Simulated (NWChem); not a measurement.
A series in which one site is exchanged, each optimised at PBE0/def2-SVP with NWChem, gas phase unless a solvent is named. Some are not confirmed as minima by frequencies. def2 effective core potentials on Sb; no spin-orbit coupling.

A: [SbH3] (SbH₃; site = Sb)
B: P (PH$_{3}$; site = P)
C: B (BH3; site = B)
D: [AlH3] (AlH₃; site = Al)

```tsv
quantity	A	B	C	D
dipole (D), PBE0/def2-SVP	0.18	…	0.00	0.00
orbital gap (eV), PBE0/def2-SVP	7.48	…	7.95	6.81
static polarisability, PBE/def2-SVPD (bohr³)	47.4	…	18.5	33.9
```

Q: What belongs in the gaps?

A: 
- dipole (D), PBE0/def2-SVP, B: 0.91
- orbital gap (eV), PBE0/def2-SVP, B: 9.02
- static polarisability, PBE/def2-SVPD (bohr³), B: 30.3
